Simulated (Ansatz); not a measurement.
Abridged output of a molecular run in Ansatz:

```
Functional definition: HF
1590 factors; integrals over basis functions are off by at most 1.2e-3 eV
mean field evaluation 1: about -11289.5781 eV, gradient 3.5e1 eV
mean field evaluation 2: about -11289.8228 eV, gradient 3.6e1 eV
mean field evaluation 4: about -11292.5690 eV, gradient 4.6e0 eV
mean field evaluation 8: about -11292.6213 eV, gradient 1.7e-1 eV
mean field -11292.62143057 eV, -414.9961831598 hartree, gradient 2.1e-6 eV, S^2 0.000000; 0 other end points of the search recorded, 0 dependent functions left out
6 core orbitals not correlated: weight in the atoms' cores, before any rotation towards them, 1.000 or more for the frozen orbitals, at most 0.000 for the correlated occupied ones
reference -11292.62143057 eV, -414.9961831598 hartree; 19, 19 occupied and 231, 231 virtual orbitals, 1590 factors
second order -33.98073785 eV of doubles, -0.00000000 eV of singles
cycle   1  -33.97358836 eV  change    7.1e-3 eV  update   1.1e-1
cycle   2  -34.66415360 eV  change   -6.9e-1 eV  update   3.2e-2
cycle   3  -34.82741643 eV  change   -1.6e-1 eV  update   1.5e-2
cycle   4  -34.81177473 eV  change    1.6e-2 eV  update   2.6e-3
cycle   5  -34.81041723 eV  change    1.4e-3 eV  update   1.0e-3
cycle   6  -34.81156125 eV  change   -1.1e-3 eV  update   2.9e-4
cycle   7  -34.81153016 eV  change    3.1e-5 eV  update   1.0e-4
cycle   8  -34.81144529 eV  change    8.5e-5 eV  update   3.2e-5
cycle   9  -34.81144133 eV  change    4.0e-6 eV  update   1.2e-5
perturbative correction -1.14248309 eV, -0.0419854793 hartree
Total energy: -11328.57535499 eV, -416.3174655118 hartree
```

Its atoms:

Z-matrix (Å, degrees):
```
C
C 1 1.515
F 1 1.380 2 108.6
H 1 1.092 2 110.7 3 -119.4
H 1 1.092 2 109.9 3 119.0
C 2 1.504 1 113.7 3 65.0
F 2 1.382 1 107.1 3 -173.3
H 2 1.097 1 109.6 3 -56.2
F 6 1.378 2 110.8 1 53.3
H 6 1.093 2 109.9 1 172.9
H 6 1.094 2 109.4 1 -66.4
```

**Question.** Which basis set was used?
A. def2-TZVPPD
B. def2-SVPD
C. def2-TZVPP
D. cc-pV(Q+d)Z

**Answer.** C. It gives 256 functions.

**Question.** Write the keys of the input that set method, charge and spin (a neutral closed shell needs none for the last two).

**Answer.** 
```yaml
correlation: {method: ccsd_t}
```
